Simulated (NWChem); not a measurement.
The numbers come from NWChem runs, not from measurements. System: hydrogen sulfide (H2S), charge 0, spin multiplicity 1, at a geometry optimised with PBE/def2-SVP. Level: EOM-CCSD/def2-SVPD, 5 core orbitals frozen.

Output (cleaned and shortened):

```
             Northwest Computational Chemistry Package (NWChem) 7.3.0
             --------------------------------------------------------

                                NWChem Input Module
                                -------------------

 Scaling coordinates for geometry "geometry" by  1.889725989
 (inverse scale =  0.529177249)

 Turning off AUTOSYM since
 SYMMETRY directive was detected!

                             Geometry "geometry" -> ""
                             -------------------------

 Output coordinates in angstroms (scale by  1.889725989 to convert to a.u.)

  No.       Tag          Charge          X              Y              Z
 ---- ---------------- ---------- -------------- -------------- --------------
    1 S                   16.0000     0.00000000     0.00000000     0.10558800
    2 H                    1.0000    -0.97399400     0.00000000    -0.84470000
    3 H                    1.0000     0.97399400     0.00000000    -0.84470000

 Effective nuclear repulsion energy (a.u.)      12.7157812366

            Nuclear Dipole moment (a.u.)
            ----------------------------
        X                 Y               Z
 ---------------- ---------------- ----------------
     0.0000000000     0.0000000000     0.0000151178

      Symmetry information
      --------------------

 Group name             C2v
 Group number             16
 Group order               4
 No. of unique centers     2

      Symmetry unique atoms

     1    2


 Summary of "ao basis" -> "" (spherical)
 ------------------------------------------------------------------------------
       Tag                 Description            Shells   Functions and Types
 ---------------- ------------------------------  ------  ---------------------
 *                         def2-svpd                  on all atoms

 Summary of "ao basis" -> "ao basis" (spherical)
 ------------------------------------------------------------------------------
       Tag                 Description            Shells   Functions and Types
 ---------------- ------------------------------  ------  ---------------------
 S                         def2-svpd                11       27   5s4p2d
 H                         def2-svpd                 4        8   2s2p

                                 NWChem SCF Module
                                 -----------------

  ao basis        = "ao basis"
  functions       =    43
  atoms           =     3
[...]
 Iteration   6 using    6 trial vectors
   0.0069319378727   0.2302115402945    6.26438     0.1     0.1

 Iteration   7 using    7 trial vectors
   0.0030265694387   0.2302022946813    6.26413     0.1     0.1

 Iteration   8 using    8 trial vectors
   0.0015256052033   0.2301974776811    6.26399     0.1     0.1

 Iteration   9 using    9 trial vectors
   0.0008992248401   0.2301850741337    6.26366     0.1     0.1

 Iteration  10 using   10 trial vectors
   0.0004420887379   0.2301836189472    6.26362     0.1     0.1

 Iteration  11 using   11 trial vectors
   0.0001602568930   0.2301844946381    6.26364     0.1     0.1

 Iteration  12 using   12 trial vectors
   0.0000721855075   0.2301850815783    6.26366     0.1     0.1

 Iteration  13 using   13 trial vectors
   0.0000402122991   0.2301849729802    6.26365     0.1     0.1

 Iteration  14 using   14 trial vectors
   0.0000200809716   0.2301849463561    6.26365     0.1     0.1

 Iteration  15 using   15 trial vectors
   0.0000081552423   0.2301849312918    6.26365     0.1     0.1
 --------------------------------------------------------------
 Iterations converged
 ------------------

 Excited state root  1
 Excitation energy / hartree =        0.230184931291815
                   / eV      =        6.263653341632876
 largest EOMCCSD amplitudes: R1 and R2

 Singles contributions
    10a1  (alpha) ---     9b2  (alpha)       -0.8933648421
    12a1  (alpha) ---     9b2  (alpha)       -0.1623775288
    15a1  (alpha) ---     9b2  (alpha)       -0.1843266693
    19a1  (alpha) ---     9b2  (alpha)       -0.1532191835

 Doubles contributions

 No. of initial left vectors    1

 EOM-CCSD left-hand side iterations
 --------------------------------------------------------------
      Residuum       Omega / hartree  Omega / eV    Cpu    Wall
 --------------------------------------------------------------

 Iteration   1 using    1 trial vectors
   0.4216311274250   0.3154066869488    8.58266     0.3     0.3

 Iteration   2 using    2 trial vectors
   0.0865319855938   0.2421580588258    6.58946     0.4     0.4

 Iteration   3 using    3 trial vectors
   0.0528657277291   0.2353987406713    6.40553     0.3     0.3

 Iteration   4 using    4 trial vectors
   0.0281775411107   0.2315777808871    6.30155     0.3     0.3

 Iteration   5 using    5 trial vectors
   0.0141543259966   0.2303232130550    6.26742     0.3     0.3

 Iteration   6 using    6 trial vectors
   0.0071143952961   0.2302065024724    6.26424     0.3     0.3

 Iteration   7 using    7 trial vectors
   0.0031295408899   0.2302028739307    6.26414     0.3     0.3

 Iteration   8 using    8 trial vectors
   0.0015661296193   0.2301973918055    6.26399     0.3     0.3

 Iteration   9 using    9 trial vectors
   0.0009263832474   0.2301876544901    6.26373     0.3     0.3

 Iteration  10 using   10 trial vectors
   0.0004611752481   0.2301843146868    6.26364     0.3     0.3

 Iteration  11 using   11 trial vectors
   0.0001663872823   0.2301840366764    6.26363     0.3     0.3

 Iteration  12 using   12 trial vectors
   0.0000746576974   0.2301850488353    6.26366     0.3     0.3

 Iteration  13 using   13 trial vectors
   0.0000420588630   0.2301850790608    6.26366     0.3     0.3

 Iteration  14 using   14 trial vectors
   0.0000208738023   0.2301850176988    6.26366     0.3     0.3

 Iteration  15 using   15 trial vectors
   0.0000084527449   0.2301849439114    6.26365     0.3     0.3
 --------------------------------------------------------------
 Iterations converged

 Excited state root  1
 Excitation energy / hartree =        0.230184931291815
                   / eV      =        6.263653341632876

 EOM-CCSD transition moments / hartree
 --------------------------------------------
 X    0.0000000 Y    0.6698179 Z    0.0000000
 Oscillator Strength                0.0688492
 --------------------------------------------

 EOM-CCSD dipole moments / hartree & Debye
 ------------------------------------
   X        -0.0000000     -0.0000000
   Y         0.0000000      0.0000000
   Z        -0.5900244     -1.4997038
 Total       0.5900244      1.4997038
 ------------------------------------

 Singles contributions
    10a1  (alpha) ---     9b2  (alpha)       -0.8933648421
    12a1  (alpha) ---     9b2  (alpha)       -0.1623775288
    15a1  (alpha) ---     9b2  (alpha)       -0.1843266693
    19a1  (alpha) ---     9b2  (alpha)       -0.1532191835

 Doubles contributions

 Task  times  cpu:       36.5s     wall:       36.5s

 Total times  cpu:       36.5s     wall:       36.5s
```

Q: Write an NWChem input that would produce this output.

A: One answer among several that fit: 
```
start mol
memory heap 100 mb stack 700 mb global 1900 mb
geometry units angstroms nocenter noautoz
  S      0.000000     0.000000     0.105588
  H     -0.973994     0.000000    -0.844700
  H      0.973994     0.000000    -0.844700
  symmetry group C2v
end
basis spherical
  * library def2-svpd
end
scf
  rhf
  nopen 0
  maxiter 100
  thresh 1e-7
  semidirect memsize 60000000 filesize 0
end
tce
  freeze core 5
  ccsd
  nroots 1
  2eorb
  2emet 13
  thresh 1e-5
  maxiter 200
  tilesize 24
  dipole
end
task tce energy
```
